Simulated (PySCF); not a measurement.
**SiP⁺: one state, many levels of theory**

State: ³Σ⁻ (triplet), unpaired electrons π ↑↑. Set-up: basis Si def2-SVPD, P def2-SVPD; no relativity; PySCF 2.14. De refers to Si⁺ + P in their high-spin ground configurations, without counterpoise correction. The functionals are run spin-unrestricted. A positive dipole points towards P; it is taken about the centre of mass and depends on that origin.

| Level | Re (Å) | ωe (cm⁻¹) | De (eV) | μ (D) | CPU s a point (SCF and correlation, without the integrals) |
| --- | --- | --- | --- | --- | --- |
| UHF | 2.218 | 520 | 1.54 | -2.22 | 0.11 |
| UHF-MP2 | 2.227 | 522 | 2.32 | n/a | 0.16 |
| UHF-SCS-MP2 | 2.230 | 511 | 2.28 | n/a | n/a |
| UHF-CCSD | 2.240 | 497 | 2.31 | n/a | n/a |
| UHF-CCSD(T) | 2.249 | 488 | 2.44 | n/a | 1.2 |
| PBE | 2.265 | 478 | 3.34 | -1.54 | 0.57 |
| PW91 | 2.264 | 478 | 3.36 | -1.54 | 0.48 |
| BP86 | 2.269 | 473 | 3.35 | -1.56 | 0.46 |
| r²SCAN | 2.244 | 496 | 3.08 | -1.59 | 0.47 |
| PBE0 | 2.235 | 507 | 3.08 | -1.68 | 0.67 |
| B97-3 | 2.244 | 497 | 3.14 | -1.73 | 0.36 |
| CAM-B3LYP | 2.222 | 517 | 2.94 | -1.75 | 0.65 |

Question: Which functional lies closest to UHF-CCSD(T) in De, which farthest, and by how much do they differ from it?

Answer: Closest is CAM-B3LYP (-2.7 pm in Re, +5.9 % in ωe, +0.50 eV in De against UHF-CCSD(T) in the same basis), farthest PW91 (+1.5 pm in Re, -2.0 % in ωe, +0.92 eV in De). CCSD(T) converges more slowly with the basis than the functionals do and binds too weakly in this one, so the order can change at the basis-set limit.

Question: What does a quarter of exact exchange do here, going from PBE to PBE0?

Answer: PBE0 less PBE: -3.0 pm in Re, +6.1 % in ωe, -0.26 eV in De. Exact exchange removes part of the self-interaction that spreads semilocal densities, and in most molecules shortens and stiffens the bond and lowers De; so it does here.

Question: What does the step from GGA to meta-GGA do here, going from PBE to r²SCAN?

Answer: r²SCAN less PBE: -2.1 pm in Re, +3.8 % in ωe, -0.26 eV in De. 

Correlated steps freeze 10 core orbitals. Correlated levels converge slowly with the basis: in double zeta they bind strong bonds too weakly, by up to about 1 eV, and carry superposition errors of some tenths. For an ion De counts to the pair picked by the measured ionisation energies or electron affinities, which need not be the lowest pair at this level. The state is the lowest determinant that a PBE0 search found; another state may lie lower at other levels.

The whole job (state search and all levels along the bond) took about 1.4 min on 1 thread of Oxide Virtual Turin-like (shared host), peak memory 0.58 GiB.
